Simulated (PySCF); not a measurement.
Molecule: `InChI=1S/C4H8F2/c1-3-4(2,5)6/h3H2,1-2H3`.

Atom-mapped SMILES (the numbers label the heavy atoms): `[CH3:1][CH2:2][C:3]([CH3:4])([F:5])[F:6]`; H(Xn) means a hydrogen on atom n.

Geometry PBE0-D3(BJ)/def2-SVP throughout; GIAO in PySCF 2.14, gas phase, one conformer, non-relativistic; equivalent atoms averaged; functional PBE0.

Task: How do the shifts δ (against TMS, CFCl3 at the same level) depend on the basis set? (ppm; last column core-seconds on shared hosts with different chips, so compare them loosely)

Result: 
| basis set | functions | C3 | C2 | C4 | C1 | F5/F6 | H(C4) | H(C2) | H(C1) | core-s |
| --- | --- | --- | --- | --- | --- | --- | --- | --- | --- | --- |
| STO-3G | 38 | 87.9 | 25.8 | 19.6 | 17.0 | -107.0 | 0.99 | 0.88 | 0.88 | 2.1 |
| 6-31G | 70 | 121.4 | 32.7 | 26.4 | 8.1 | -135.5 | 1.52 | 1.67 | 1.25 | 4 |
| pcSseg-0 | 70 | 134.4 | 36.1 | 31.1 | 8.9 | -130.7 | 1.91 | 1.73 | 1.38 | 5.6 |
| 6-31G* | 100 | 117.4 | 31.7 | 25.3 | 8.1 | -122.3 | 1.32 | 1.58 | 1.10 | 5.8 |
| def2-SVP | 124 | 120.8 | 31.8 | 24.5 | 7.0 | -107.1 | 1.30 | 1.40 | 0.97 | 7.3 |
| cc-pVDZ | 124 | 121.5 | 34.5 | 25.8 | 8.2 | -118.1 | 1.26 | 1.45 | 1.00 | 12 |
| pcSseg-1 | 142 | 123.8 | 33.9 | 26.4 | 7.0 | -123.9 | 1.48 | 1.48 | 1.14 | 17 |
| 6-311+G(2d,p) | 210 | 123.1 | 33.7 | 25.0 | 6.1 | -119.8 | 1.42 | 1.67 | 1.06 | 15 |
| aug-cc-pVDZ | 210 | 120.1 | 33.9 | 24.6 | 6.6 | -113.5 | 1.49 | 1.73 | 1.12 | 26 |
| def2-TZVP | 234 | 126.2 | 34.3 | 25.7 | 6.7 | -116.7 | 1.40 | 1.67 | 1.04 | 19 |
| IGLO-III | 290 | 127.9 | 35.1 | 26.2 | 6.6 | -118.4 | 1.43 | 1.69 | 1.07 | 41 |
| cc-pVTZ | 292 | 124.6 | 33.9 | 25.5 | 6.6 | -116.3 | 1.39 | 1.64 | 1.06 | 42 |
| pcSseg-2 | 328 | 129.0 | 35.4 | 26.5 | 6.9 | -118.2 | 1.42 | 1.66 | 1.06 | 57 |

Task: Which nucleus moves most, in ppm?

Result: C3 (fully substituted sp3 carbon bonded to 2 F): from 87.9 ppm with STO-3G to 134.4 ppm with pcSseg-0. The smallest spread is 0.50 ppm, at H(C1). Proton shifts span only some 12 ppm, so a few tenths of a ppm matter as much there as several ppm in carbon.

Task: Taking the largest basis, pcSseg-2 (328 functions), as the yardstick, rank the others by their worst heavy-atom deviation.

Result: IGLO-III 1.1 ppm (290 functions), def2-TZVP 2.8 ppm (234 functions), cc-pVTZ 4.4 ppm (292 functions), pcSseg-1 5.8 ppm (142 functions), 6-311+G(2d,p) 5.9 ppm (210 functions), cc-pVDZ 7.5 ppm (124 functions), aug-cc-pVDZ 8.9 ppm (210 functions), def2-SVP 11.1 ppm (124 functions), 6-31G* 11.6 ppm (100 functions), pcSseg-0 12.5 ppm (70 functions), 6-31G 17.3 ppm (70 functions), STO-3G 41.1 ppm (38 functions).

A small basis that lands close on one nucleus may do so by chance; judge by the trend and by all nuclei.
